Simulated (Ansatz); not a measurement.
Molecule (SMILES): [CH]=C=O, doublet.
Atoms: C1, C2, H3, O4. Bonds: C1-C2, C1-H3, C2-O4.

Basis-set convergence of the lowest harmonic wavenumber at HF with Ansatz (an electronic-structure program). Each level at its own minimum, finite differences of forces, unscaled; the reference is a large set that could be run, not a limit. All functions are spherical. The program fits the integrals of some runs and decomposes those of others, by size. Open shells are unrestricted. No added dispersion term, no relativity. Reference: the value in aug-pcseg-2, 237 cm⁻¹, itself unsure by roughly 41 cm⁻¹ (its mean distance from aug-cc-pVTZ, def2-TZVPPD). Deviations are taken from unrounded values.

| basis | functions | lowest harmonic wavenumber (cm⁻¹) |
|---|---|---|
| cc-pVDZ | 47 | 329 |
| aug-cc-pVDZ | 78 | 383 |
| pcseg-1 | 47 | 246 |
| aug-pcseg-1 | 78 | 412 |
| def2-TZVP | 99 | 233 |
| def2-TZVPD | 123 | 270 |
| cc-pVTZ | 104 | 258 |
| aug-cc-pVTZ | 161 | 277 |
| def2-TZVPP | 107 | 251 |
| def2-TZVPPD | 131 | 279 |

What the diffuse functions change, pair by pair:
- cc-pVDZ to aug-cc-pVDZ: 31 more functions, deviation 92 to 146 cm⁻¹
- pcseg-1 to aug-pcseg-1: 31 more functions, deviation 10 to 175 cm⁻¹
- def2-TZVP to def2-TZVPD: 24 more functions, deviation -4 to 33 cm⁻¹
- cc-pVTZ to aug-cc-pVTZ: 57 more functions, deviation 22 to 40 cm⁻¹
- def2-TZVPP to def2-TZVPPD: 24 more functions, deviation 14 to 42 cm⁻¹

They bring the value nearer the reference by more than 41 cm⁻¹ in 0 of 5 pairs.
